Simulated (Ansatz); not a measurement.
A made-up structure of CH₆NS (charge +1), singlet:

```xyz
9
angstrom
N 0.3863 -0.5205 -0.1175
C -0.6860 0.4776 -0.5178
S 1.5116 0.1619 1.0792
H -1.3019 0.1123 -1.2993
H -0.2361 1.3830 -0.8366
H -1.3045 0.7158 0.3094
H 0.9097 -0.7368 -0.9659
H -0.0903 -1.3613 0.2087
H 0.7803 -0.1335 2.1682
```

It is relaxed with PBE-D4/def2-SVP and then PBE0-D4/def2-TZVP (Ansatz 0.2.0). Atoms count as bonded within 1.22 times the sum of their covalent radii (H–H: 0.88 Å). The end point is not checked to be a true minimum.

Does its bonding change? (Judge from chemistry; the calculation decides.)

Computed: No: no bond forms or breaks.

Where it ends: The first stage lowers the energy by 0.27 eV in 7 steps. It ends as CH₆NS ([CH3][NH2][SH]), total charge +1:
N1  (0.370, -0.517, -0.144)
C2  (-0.685, 0.485, -0.473)
S3  (1.564, -0.021, 1.088)
H4  (-1.299, 0.085, -1.280)
H5  (-0.197, 1.408, -0.776)
H6  (-1.292, 0.653, 0.414)
H7  (0.925, -0.717, -0.981)
H8  (-0.049, -1.408, 0.134)
H9  (0.631, 0.129, 2.047)
(Å)

Labels in which every atom is bracketed show which atoms are joined, not bond orders.

For scale, one of the runs: PBE0-D4/def2-TZVP relaxation, 135 basis functions, launched by `ansatz run in.yaml --threads 2 --pin off --events-out ev --progress --plain --max-ram 4352MiB`. The run took about 7 s on 2 CPU threads of an AMD EPYC 9B45 (shared host).
